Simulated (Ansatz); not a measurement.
One change: `CCOCCCl` becomes `FCOCCCl`.

Ansatz, PBE0-D4/def2-TZVP geometries, multiplicity 1. Each molecule was computed in one conformer, which needn't be the lowest.

```csv
property,`CCOCCCl`
size of the dipole moment (PBE/def2-TZVPP) / D,1.84
HOMO energy (PBE0/def2-TZVPP) / eV,-7.63
size of the dipole moment (B3LYP/def2-TZVPP) / D,1.87
LUMO energy (PBE/def2-TZVPP) / eV,-0.35
HOMO–LUMO gap (PBE0/def2-TZVPP) / eV,8.34
size of the dipole moment (ωB97M-V/def2-TZVPP) / D,1.86
```

(1) Give the same properties after the change, and the shifts. (An estimate is asked.)

Results:

(1) Computed: 
| property | `FCOCCCl` | shift |
| --- | --- | --- |
| size of the dipole moment (PBE/def2-TZVPP) / D | 1.07 | -0.77 |
| HOMO energy (PBE0/def2-TZVPP) / eV | -8.45 | -0.82 |
| size of the dipole moment (B3LYP/def2-TZVPP) / D | 1.11 | -0.76 |
| LUMO energy (PBE/def2-TZVPP) / eV | -0.31 | 0.04 |
| HOMO–LUMO gap (PBE0/def2-TZVPP) / eV | 9.24 | 0.90 |
| size of the dipole moment (ωB97M-V/def2-TZVPP) / D | 1.12 | -0.74 |

With PBE0 the HOMO falls by 0.82 eV and the LUMO rises by 0.07 eV, so the gap widens by about 0.89 eV. PBE moves the HOMO by -0.86 eV and ωB97M-V by -0.78 eV. The zero-point energy changes by -91.8 kJ/mol with -9 modes. Dipoles are sizes alone; their direction can turn.

B3LYP here is the variant with VWN-RPA as its local correlation; programs differ in this.
